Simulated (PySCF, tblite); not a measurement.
# C4H10NO radical: geometry, infrared bands and EPR parameters

Aim: predict the infrared bands and EPR parameters of C4H10NO radical (`COCCC[NH]`).

Computed with tblite 0.8.0 and PySCF 2.14.0, with density-fitted response routines of our own, on a single molecule in the gas phase. Atoms count from 0, in the outputs and in this text.

### 1 Starting geometry

16 atoms, charge 0, multiplicity 2; geometry from: force field or distance geometry start.

Bonds of the start (Å): C0–O1 1.42, O1–C2 1.39, C2–C3 1.51, C3–C4 1.52, C4–N5 1.46, C0–H6 1.09, C0–H7 1.10, C0–H8 1.12, C2–H9 1.10, C2–H10 1.12, C3–H11 1.12, C3–H12 1.13, C4–H13 1.12, C4–H14 1.09, N5–H15 1.05.

### 2 Relaxing the molecule with GFN2-xTB

Job settings and geometry (Å):

```
{"job": {"kind": "relax", "xc": "GFN2-xTB", "basis": "xTB"}, "charge": 0, "multiplicity": 2}
C      2.293300    -0.993200     0.122400
O      1.180700    -0.234500     0.572000
C      0.537000     0.278400    -0.548800
C     -0.676000     1.119700    -0.216200
C     -1.745400     0.364800     0.562100
N     -2.267800    -0.773900    -0.187200
H      2.854700    -1.430300     0.947100
H      1.889100    -1.813500    -0.494000
H      2.946700    -0.346600    -0.510800
H      1.295000     0.906100    -1.044000
H      0.297600    -0.539000    -1.276500
H     -1.171700     1.469200    -1.152400
H     -0.410600     2.041100     0.377800
H     -2.582200     1.101100     0.654200
H     -1.452800     0.112200     1.578300
H     -2.995000    -1.252500     0.407100
```

On the command line:

```bash
> OMP_NUM_THREADS=1 python probes_run.py task.json out
```

One launch serves the whole session: the jobs run in the order shown.

**Question.** This job is followed by: GFN2-xTB harmonic vibrations, gas phase; UKS B3LYP, pcH-1 on C H N O, non-relativistic, mean-field spin-orbit, GIAO. What will the session give for the following? strongest single infrared mode (GFN2-xTB); zero-point energy (GFN2-xTB); g(iso) (B3LYP); ⟨S²⟩; largest a(iso) (averaged by class); surface potential, 1st and 99th percentile.

**Answer**, as computed:

| quantity | value |
| --- | --- |
| strongest single infrared mode (GFN2-xTB) | 1122 cm⁻¹, 76 km/mol |
| zero-point energy (GFN2-xTB) | 84.8 kcal/mol |
| g(iso) (B3LYP) | 2.00449 |
| ⟨S²⟩ | 0.754 (exact 0.75) |
| largest a(iso) (averaged by class) | 1H on H13, H14, 170.5 MHz |
| surface potential, 1st and 99th percentile | -1.72 V and 1.29 V |

Over 66 steps the energy fell by 0.375 eV; of the close pairs, C4–N5 changed most, 1.460 to 1.393 Å. All 42 modes are real, so the xTB geometry is a minimum. The strongest single mode, at 1122 cm⁻¹, is carried by O1, C0, C2. Unscaled tight-binding wavenumbers are off by several per cent, some by more. Its intensities can rank the bands wrongly. Most of the unpaired spin sits on N5 (0.96 e). The isotropic g lies 2.2 ppt above the free-electron value.
